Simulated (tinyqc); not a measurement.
Inside a calculation (part 2 of 3). Method: UHF in the sto-3g basis, for CH2, spin multiplicity 3. Computed by tinyqc, a small Python program that keeps every step (integrals from PySCF). Command: `OMP_NUM_THREADS=1 python tinyqc.py 31751 31752 out.jsonl` (the two numbers bound the seeds that draw the settings). One thread of a shared host (Intel(R) Xeon(R) Processor @ 2.60GHz), about 0.1 s of CPU time with the checks.

Geometry (angstrom):

| atom | x | y | z |
|---|---|---|---|
| C | 0.000000 | 0.000000 | 0.000000 |
| H | 0.000000 | 1.243000 | 0.798000 |
| H | 0.000000 | -1.243000 | 0.798000 |

## Iteration 2: building the Fock matrix

D(alpha) after iteration 1:
```
            1C 1s      1C 2s    1C 2px     1C 2py     1C 2pz      2H 1s      3H 1s
1C 1s    1.062427  -0.253268  0.000000   0.000000   0.058841   0.001885   0.001885
1C 2s   -0.253268   1.041320  0.000000   0.000000  -0.284822  -0.066003  -0.066003
1C 2px   0.000000   0.000000  1.000000   0.000000   0.000000   0.000000   0.000000
1C 2py   0.000000   0.000000  0.000000   0.248076   0.000000   0.250703  -0.250703
1C 2pz   0.058841  -0.284822  0.000000   0.000000   0.402462   0.291991   0.291991
2H 1s    0.001885  -0.066003  0.000000   0.250703   0.291991   0.488785  -0.017933
3H 1s    0.001885  -0.066003  0.000000  -0.250703   0.291991  -0.017933   0.488785
```

D(beta) after iteration 1:
```
            1C 1s      1C 2s    1C 2px     1C 2py     1C 2pz      2H 1s      3H 1s
1C 1s    1.042823  -0.170974  0.000000   0.000000  -0.011002  -0.062388  -0.062388
1C 2s   -0.170974   0.700619  0.000000   0.000000   0.044786   0.191394   0.191394
1C 2px   0.000000   0.000000  0.000000   0.000000   0.000000   0.000000   0.000000
1C 2py   0.000000   0.000000  0.000000   0.227897   0.000000   0.246412  -0.246412
1C 2pz  -0.011002   0.044786  0.000000   0.000000   0.002863   0.012236   0.012236
2H 1s   -0.062388   0.191394  0.000000   0.246412   0.012236   0.318962  -0.213901
3H 1s   -0.062388   0.191394  0.000000  -0.246412   0.012236  -0.213901   0.318962
```

core Hamiltonian H = T + V (hartree):
```
             1C 1s      1C 2s     1C 2px     1C 2py     1C 2pz      2H 1s      3H 1s
1C 1s   -18.478123  -4.456071   0.000000   0.000000  -0.009965  -0.467523  -0.467523
1C 2s    -4.456071  -5.430984   0.000000   0.000000  -0.113172  -1.318364  -1.318364
1C 2px    0.000000   0.000000  -4.340496   0.000000   0.000000   0.000000   0.000000
1C 2py    0.000000   0.000000   0.000000  -4.431639   0.000000  -1.038178   1.038178
1C 2pz   -0.009965  -0.113172   0.000000   0.000000  -4.378061  -0.682987  -0.682987
2H 1s    -0.467523  -1.318364   0.000000  -1.038178  -0.682987  -2.819351  -0.212623
3H 1s    -0.467523  -1.318364   0.000000   1.038178  -0.682987  -0.212623  -2.819351
```

nuclear repulsion = 4.51188460 hartree

Given earlier and not repeated: Two-electron integrals (ij|kl) in chemists' order.

J_ij = sum D_kl (ij|kl) with D = D(alpha) + D(beta), K_ij = sum D_kl (ik|jl) for each spin; F = H + J - K(s); E = tr D H + tr D J / 2 - 0.5 sum_s tr D(s) K(s) + E_nn.

Coulomb J (hartree):
```
            1C 1s     1C 2s    1C 2px     1C 2py    1C 2pz     2H 1s      3H 1s
1C 1s   11.077753  2.116232  0.000000   0.000000  0.004358  0.220010   0.220010
1C 2s    2.116232  4.854275  0.000000   0.000000  0.084932  1.178291   1.178291
1C 2px   0.000000  0.000000  4.831375   0.000000  0.000000  0.000000   0.000000
1C 2py   0.000000  0.000000  0.000000   4.888160  0.000000  1.006013  -1.006013
1C 2pz   0.004358  0.084932  0.000000   0.000000  4.826445  0.657217   0.657217
2H 1s    0.220010  1.178291  0.000000   1.006013  0.657217  3.090841   0.183308
3H 1s    0.220010  1.178291  0.000000  -1.006013  0.657217  0.183308   3.090841
```

exchange K(alpha) (hartree):
```
            1C 1s      1C 2s    1C 2px     1C 2py     1C 2pz     2H 1s      3H 1s
1C 1s    3.620368   0.633324  0.000000   0.000000  -0.000253  0.070507   0.070507
1C 2s    0.633324   0.947142  0.000000   0.000000  -0.073149  0.276857   0.276857
1C 2px   0.000000   0.000000  0.853710   0.000000   0.000000  0.000000   0.000000
1C 2py   0.000000   0.000000  0.000000   0.552266   0.000000  0.254963  -0.254963
1C 2pz  -0.000253  -0.073149  0.000000   0.000000   0.586992  0.186023   0.186023
2H 1s    0.070507   0.276857  0.000000   0.254963   0.186023  0.574235   0.040607
3H 1s    0.070507   0.276857  0.000000  -0.254963   0.186023  0.040607   0.574235
```

exchange K(beta) (hartree):
```
           1C 1s     1C 2s    1C 2px     1C 2py    1C 2pz      2H 1s      3H 1s
1C 1s   3.574140  0.591862  0.000000   0.000000  0.000485   0.061357   0.061357
1C 2s   0.591862  0.662040  0.000000   0.000000  0.089841   0.260922   0.260922
1C 2px  0.000000  0.000000  0.138271   0.000000  0.000000   0.000000   0.000000
1C 2py  0.000000  0.000000  0.000000   0.464090  0.000000   0.236897  -0.236897
1C 2pz  0.000485  0.089841  0.000000   0.000000  0.159724   0.080814   0.080814
2H 1s   0.061357  0.260922  0.000000   0.236897  0.080814   0.439944  -0.002941
3H 1s   0.061357  0.260922  0.000000  -0.236897  0.080814  -0.002941   0.439944
```

F(alpha) (hartree):
```
             1C 1s      1C 2s     1C 2px     1C 2py     1C 2pz      2H 1s      3H 1s
1C 1s   -11.020738  -2.973163   0.000000   0.000000  -0.005353  -0.318021  -0.318021
1C 2s    -2.973163  -1.523851   0.000000   0.000000   0.044909  -0.416930  -0.416930
1C 2px    0.000000   0.000000  -0.362831   0.000000   0.000000   0.000000   0.000000
1C 2py    0.000000   0.000000   0.000000  -0.095745   0.000000  -0.287128   0.287128
1C 2pz   -0.005353   0.044909   0.000000   0.000000  -0.138608  -0.211793  -0.211793
2H 1s    -0.318021  -0.416930   0.000000  -0.287128  -0.211793  -0.302745  -0.069921
3H 1s    -0.318021  -0.416930   0.000000   0.287128  -0.211793  -0.069921  -0.302745
```

F(beta) (hartree):
```
             1C 1s      1C 2s    1C 2px     1C 2py     1C 2pz      2H 1s      3H 1s
1C 1s   -10.974510  -2.931701  0.000000   0.000000  -0.006091  -0.308871  -0.308871
1C 2s    -2.931701  -1.238750  0.000000   0.000000  -0.118080  -0.400995  -0.400995
1C 2px    0.000000   0.000000  0.352608   0.000000   0.000000   0.000000   0.000000
1C 2py    0.000000   0.000000  0.000000  -0.007570   0.000000  -0.269062   0.269062
1C 2pz   -0.006091  -0.118080  0.000000   0.000000   0.288660  -0.106584  -0.106584
2H 1s    -0.308871  -0.400995  0.000000  -0.269062  -0.106584  -0.168454  -0.026374
3H 1s    -0.308871  -0.400995  0.000000   0.269062  -0.106584  -0.026374  -0.168454
```

total energy of this density = -38.26220133 hartree

## Iteration 2: DIIS over 2 matrices

error matrix X^T (FDS - SDF) X (alpha):
```
           1          2         3          4          5          6          7
1   0.000000   0.010965  0.000000   0.000000   0.031599  -0.020087  -0.020087
2  -0.010965   0.000000  0.000000   0.000000  -0.034693   0.015507   0.015507
3   0.000000   0.000000  0.000000   0.000000   0.000000   0.000000   0.000000
4   0.000000   0.000000  0.000000   0.000000   0.000000  -0.006496   0.006496
5  -0.031599   0.034693  0.000000   0.000000   0.000000  -0.018865  -0.018865
6   0.020087  -0.015507  0.000000   0.006496   0.018865   0.000000   0.000000
7   0.020087  -0.015507  0.000000  -0.006496   0.018865   0.000000   0.000000
```

B (overlaps of the stored error matrices):
```
                1               2
1   3.8886923e-01  -1.3142981e-02
2  -1.3142981e-02   2.6943515e-02
```

Minimise |sum c_i e_i|^2 with sum c_i = 1: solve [B -1; -1 0][c; lambda] = [0; -1] with B_ij = tr e_i^T e_j summed over both spins, and take F = sum c_i F_i.

DIIS coefficients: 0.090673  0.909327

extrapolated F(alpha) (hartree):
```
             1C 1s      1C 2s     1C 2px     1C 2py     1C 2pz      2H 1s      3H 1s
1C 1s   -11.093579  -2.983976   0.000000   0.000000  -0.005311  -0.319518  -0.319518
1C 2s    -2.983976  -1.534899   0.000000   0.000000   0.035813  -0.423644  -0.423644
1C 2px    0.000000   0.000000  -0.330303   0.000000   0.000000   0.000000   0.000000
1C 2py    0.000000   0.000000   0.000000  -0.094984   0.000000  -0.283072   0.283072
1C 2pz   -0.005311   0.035813   0.000000   0.000000  -0.129507  -0.207399  -0.207399
2H 1s    -0.319518  -0.423644   0.000000  -0.283072  -0.207399  -0.304555  -0.073406
3H 1s    -0.319518  -0.423644   0.000000   0.283072  -0.207399  -0.073406  -0.304555
```

extrapolated F(beta) (hartree):
```
             1C 1s      1C 2s    1C 2px     1C 2py     1C 2pz      2H 1s      3H 1s
1C 1s   -10.886750  -2.918204  0.000000   0.000000  -0.005829  -0.307956  -0.307956
1C 2s    -2.918204  -1.235942  0.000000   0.000000  -0.110823  -0.396288  -0.396288
1C 2px    0.000000   0.000000  0.338584   0.000000   0.000000   0.000000   0.000000
1C 2py    0.000000   0.000000  0.000000   0.005766   0.000000  -0.258989   0.258989
1C 2pz   -0.005829  -0.110823  0.000000   0.000000   0.278258  -0.106570  -0.106570
2H 1s    -0.307956  -0.396288  0.000000  -0.258989  -0.106570  -0.160731  -0.030911
3H 1s    -0.307956  -0.396288  0.000000   0.258989  -0.106570  -0.030911  -0.160731
```

## Iteration 2: diagonalisation and new density

X:
```
            1C 1s      1C 2s    1C 2px     1C 2py     1C 2pz      2H 1s      3H 1s
1C 1s    1.025662  -0.139310  0.000000   0.000000  -0.005734   0.018161   0.018161
1C 2s   -0.139310   1.104362  0.000000   0.000000   0.045713  -0.171043  -0.171043
1C 2px   0.000000   0.000000  1.000000   0.000000   0.000000   0.000000   0.000000
1C 2py   0.000000   0.000000  0.000000   1.064528   0.000000  -0.155873   0.155873
1C 2pz  -0.005734   0.045713  0.000000   0.000000   1.026081  -0.098027  -0.098027
2H 1s    0.018161  -0.171043  0.000000  -0.155873  -0.098027   1.084101  -0.009751
3H 1s    0.018161  -0.171043  0.000000   0.155873  -0.098027  -0.009751   1.084101
```

Diagonalise F' = X^T F X, C = X C', fill 5 alpha and 3 beta electrons from the bottom; D(s) = C_occ C_occ^T. Each column has its largest component positive (the first on a tie).

F' = X^T F X (alpha) (hartree):
```
            1          2          3          4          5          6          7
1  -10.866879  -1.539153   0.000000   0.000000  -0.031802  -0.002805  -0.002805
2   -1.539153  -0.891695   0.000000   0.000000   0.137873  -0.241913  -0.241913
3    0.000000   0.000000  -0.330303   0.000000   0.000000   0.000000   0.000000
4    0.000000   0.000000   0.000000   0.069013   0.000000  -0.288202   0.288202
5   -0.031802   0.137873   0.000000   0.000000  -0.051881  -0.210486  -0.210486
6   -0.002805  -0.241913   0.000000  -0.288202  -0.210486  -0.105328  -0.017198
7   -0.002805  -0.241913   0.000000   0.288202  -0.210486  -0.017198  -0.105328
```

orbital energies (alpha) (hartree): MO1 -11.099257, MO2 -0.822476, MO3 -0.424643, MO4 -0.338202, MO5 -0.330303, MO6 0.326954, MO7 0.405525

coefficients C (alpha):
```
              MO1        MO2        MO3        MO4       MO5        MO6        MO7
1C 1s    0.993492  -0.252808   0.000000   0.090815  0.000000  -0.113567   0.000000
1C 2s    0.025909   0.896409   0.000000  -0.428806  0.000000   0.558147   0.000000
1C 2px   0.000000   0.000000   0.000000   0.000000  1.000000   0.000000   0.000000
1C 2py   0.000000   0.000000   0.507771   0.000000  0.000000   0.000000   0.961239
1C 2pz   0.001603  -0.015408   0.000000   0.679342  0.000000   0.782584   0.000000
2H 1s   -0.003852   0.175891   0.497208   0.423369  0.000000  -0.637272  -0.612648
3H 1s   -0.003852   0.175891  -0.497208   0.423369  0.000000  -0.637272   0.612648
```

F' = X^T F X (beta) (hartree):
```
            1          2         3          4          5          6          7
1  -10.661841  -1.539699  0.000000   0.000000  -0.012058   0.005740   0.005740
2   -1.539699  -0.569073  0.000000   0.000000  -0.031034  -0.274484  -0.274484
3    0.000000   0.000000  0.338584   0.000000   0.000000   0.000000   0.000000
4    0.000000   0.000000  0.000000   0.172124   0.000000  -0.292984   0.292984
5   -0.012058  -0.031034  0.000000   0.000000   0.326828  -0.131744  -0.131744
6    0.005740  -0.274484  0.000000  -0.292984  -0.131744   0.033624   0.012042
7    0.005740  -0.274484  0.000000   0.292984  -0.131744   0.012042   0.033624
```

orbital energies (beta) (hartree): MO1 -10.891752, MO2 -0.594100, MO3 -0.324270, MO4 0.168744, MO5 0.338584, MO6 0.458687, MO7 0.517976

coefficients C (beta):
```
              MO1        MO2        MO3        MO4       MO5        MO6        MO7
1C 1s    0.993934  -0.229967   0.000000  -0.151373  0.000000  -0.091538   0.000000
1C 2s    0.024301   0.800479   0.000000   0.668563  0.000000   0.459662   0.000000
1C 2px   0.000000   0.000000   0.000000   0.000000  1.000000   0.000000   0.000000
1C 2py   0.000000   0.000000   0.512924   0.000000  0.000000   0.000000   0.958499
1C 2pz   0.002039   0.102198   0.000000  -0.532643  0.000000   0.883191   0.000000
2H 1s   -0.004008   0.253759   0.493912  -0.484169  0.000000  -0.563454  -0.615308
3H 1s   -0.004008   0.253759  -0.493912  -0.484169  0.000000  -0.563454   0.615308
```

D(alpha) after iteration 2:
```
            1C 1s      1C 2s    1C 2px     1C 2py     1C 2pz      2H 1s      3H 1s
1C 1s    1.059185  -0.239821  0.000000   0.000000   0.067183  -0.009845  -0.009845
1C 2s   -0.239821   0.988095  0.000000   0.000000  -0.305076  -0.023973  -0.023973
1C 2px   0.000000   0.000000  1.000000   0.000000   0.000000   0.000000   0.000000
1C 2py   0.000000   0.000000  0.000000   0.257831   0.000000   0.252468  -0.252468
1C 2pz   0.067183  -0.305076  0.000000   0.000000   0.461746   0.284896   0.284896
2H 1s   -0.009845  -0.023973  0.000000   0.252468   0.284896   0.457410  -0.037021
3H 1s   -0.009845  -0.023973  0.000000  -0.252468   0.284896  -0.037021   0.457410
```

D(beta) after iteration 2:
```
            1C 1s      1C 2s    1C 2px     1C 2py     1C 2pz      2H 1s      3H 1s
1C 1s    1.040790  -0.159929  0.000000   0.000000  -0.021475  -0.062340  -0.062340
1C 2s   -0.159929   0.641357  0.000000   0.000000   0.081857   0.203032   0.203032
1C 2px   0.000000   0.000000  0.000000   0.000000   0.000000   0.000000   0.000000
1C 2py   0.000000   0.000000  0.000000   0.263091   0.000000   0.253339  -0.253339
1C 2pz  -0.021475   0.081857  0.000000   0.000000   0.010449   0.025925   0.025925
2H 1s   -0.062340   0.203032  0.000000   0.253339   0.025925   0.308359  -0.179539
3H 1s   -0.062340   0.203032  0.000000  -0.253339   0.025925  -0.179539   0.308359
```

## Iteration 12 (converged): orbitals

converged F(alpha) (hartree):
```
             1C 1s      1C 2s     1C 2px     1C 2py     1C 2pz      2H 1s      3H 1s
1C 1s   -10.997870  -2.976625   0.000000   0.000000  -0.003116  -0.317965  -0.317965
1C 2s    -2.976625  -1.524704   0.000000   0.000000   0.069014  -0.421904  -0.421904
1C 2px    0.000000   0.000000  -0.354643   0.000000   0.000000   0.000000   0.000000
1C 2py    0.000000   0.000000   0.000000  -0.145260   0.000000  -0.285621   0.285621
1C 2pz   -0.003116   0.069014   0.000000   0.000000  -0.234917  -0.197873  -0.197873
2H 1s    -0.317965  -0.421904   0.000000  -0.285621  -0.197873  -0.218425  -0.065871
3H 1s    -0.317965  -0.421904   0.000000   0.285621  -0.197873  -0.065871  -0.218425
```

converged F(beta) (hartree):
```
             1C 1s      1C 2s    1C 2px     1C 2py     1C 2pz      2H 1s      3H 1s
1C 1s   -10.940542  -2.925266  0.000000   0.000000  -0.002927  -0.309362  -0.309362
1C 2s    -2.925266  -1.119371  0.000000   0.000000  -0.172183  -0.406569  -0.406569
1C 2px    0.000000   0.000000  0.390809   0.000000   0.000000   0.000000   0.000000
1C 2py    0.000000   0.000000  0.000000   0.047279   0.000000  -0.272151   0.272151
1C 2pz   -0.002927  -0.172183  0.000000   0.000000   0.309416  -0.143924  -0.143924
2H 1s    -0.309362  -0.406569  0.000000  -0.272151  -0.143924  -0.249069  -0.046868
3H 1s    -0.309362  -0.406569  0.000000   0.272151  -0.143924  -0.046868  -0.249069
```

As before.

F' = X^T F X (alpha) (hartree):
```
            1          2          3          4          5          6          7
1  -10.767918  -1.547164   0.000000   0.000000  -0.034134   0.001294   0.001294
2   -1.547164  -0.872547   0.000000   0.000000   0.170157  -0.261609  -0.261609
3    0.000000   0.000000  -0.354643   0.000000   0.000000   0.000000   0.000000
4    0.000000   0.000000   0.000000   0.017549   0.000000  -0.296352   0.296352
5   -0.034134   0.170157   0.000000   0.000000  -0.161812  -0.204946  -0.204946
6    0.001294  -0.261609   0.000000  -0.296352  -0.204946  -0.006814  -0.012018
7    0.001294  -0.261609   0.000000   0.296352  -0.204946  -0.012018  -0.006814
```

orbital energies (alpha) (hartree): MO1 -11.004454, MO2 -0.808662, MO3 -0.407774, MO4 -0.373727, MO5 -0.354643, MO6 0.365735, MO7 0.430528

coefficients C (alpha):
```
              MO1        MO2        MO3        MO4       MO5        MO6        MO7
1C 1s    0.992941  -0.258922   0.000000   0.053352  0.000000   0.127526   0.000000
1C 2s    0.028018   0.917830   0.000000  -0.269685  0.000000  -0.619431   0.000000
1C 2px   0.000000   0.000000   0.000000   0.000000  1.000000   0.000000   0.000000
1C 2py   0.000000   0.000000   0.590155   0.000000  0.000000   0.000000   0.912978
1C 2pz   0.001449  -0.081145   0.000000   0.783286  0.000000  -0.673840   0.000000
2H 1s   -0.004222   0.152738   0.441534   0.338048  0.000000   0.691872  -0.653912
3H 1s   -0.004222   0.152738  -0.441534   0.338048  0.000000   0.691872   0.653912
```

F' = X^T F X (beta) (hartree):
```
            1          2         3          4          5          6          7
1  -10.714334  -1.557064  0.000000   0.000000  -0.002241   0.005981   0.005981
2   -1.557064  -0.429239  0.000000   0.000000  -0.081421  -0.286155  -0.286155
3    0.000000   0.000000  0.390809   0.000000   0.000000   0.000000   0.000000
4    0.000000   0.000000  0.000000   0.224385   0.000000  -0.303497   0.303497
5   -0.002241  -0.081421  0.000000   0.000000   0.367293  -0.156444  -0.156444
6    0.005981  -0.286155  0.000000  -0.303497  -0.156444  -0.051112   0.002917
7    0.005981  -0.286155  0.000000   0.303497  -0.156444   0.002917  -0.051112
```

orbital energies (beta) (hartree): MO1 -10.945149, MO2 -0.576315, MO3 -0.366041, MO4 0.216477, MO5 0.390809, MO6 0.480512, MO7 0.536397

coefficients C (beta):
```
              MO1        MO2        MO3        MO4       MO5        MO6        MO7
1C 1s    0.994242  -0.199087   0.000000  -0.196292  0.000000  -0.073476   0.000000
1C 2s    0.023082   0.668630   0.000000   0.841195  0.000000   0.380019   0.000000
1C 2px   0.000000   0.000000   0.000000   0.000000  1.000000   0.000000   0.000000
1C 2py   0.000000   0.000000   0.447638   0.000000  0.000000   0.000000   0.990672
1C 2pz   0.001758   0.163471   0.000000  -0.399142  0.000000   0.942414   0.000000
2H 1s   -0.003677   0.344104   0.533977  -0.499684  0.000000  -0.498201  -0.580880
3H 1s   -0.003677   0.344104  -0.533977  -0.499684  0.000000  -0.498201   0.580880
```

D(alpha) after iteration 12:
```
            1C 1s      1C 2s    1C 2px     1C 2py     1C 2pz      2H 1s      3H 1s
1C 1s    1.055820  -0.224215  0.000000   0.000000   0.064239  -0.025704  -0.025704
1C 2s   -0.224215   0.915927  0.000000   0.000000  -0.285677   0.048903   0.048903
1C 2px   0.000000   0.000000  1.000000   0.000000   0.000000   0.000000   0.000000
1C 2py   0.000000   0.000000  0.000000   0.348283   0.000000   0.260574  -0.260574
1C 2pz   0.064239  -0.285677  0.000000   0.000000   0.620124   0.252388   0.252388
2H 1s   -0.025704   0.048903  0.000000   0.260574   0.252388   0.332575  -0.057329
3H 1s   -0.025704   0.048903  0.000000  -0.260574   0.252388  -0.057329   0.332575
```

D(beta) after iteration 12:
```
            1C 1s      1C 2s    1C 2px     1C 2py     1C 2pz      2H 1s      3H 1s
1C 1s    1.028153  -0.110166  0.000000   0.000000  -0.030797  -0.072162  -0.072162
1C 2s   -0.110166   0.447599  0.000000   0.000000   0.109342   0.229993   0.229993
1C 2px   0.000000   0.000000  0.000000   0.000000   0.000000   0.000000   0.000000
1C 2py   0.000000   0.000000  0.000000   0.200380   0.000000   0.239028  -0.239028
1C 2pz  -0.030797   0.109342  0.000000   0.000000   0.026726   0.056244   0.056244
2H 1s   -0.072162   0.229993  0.000000   0.239028   0.056244   0.403552  -0.166710
3H 1s   -0.072162   0.229993  0.000000  -0.239028   0.056244  -0.166710   0.403552
```
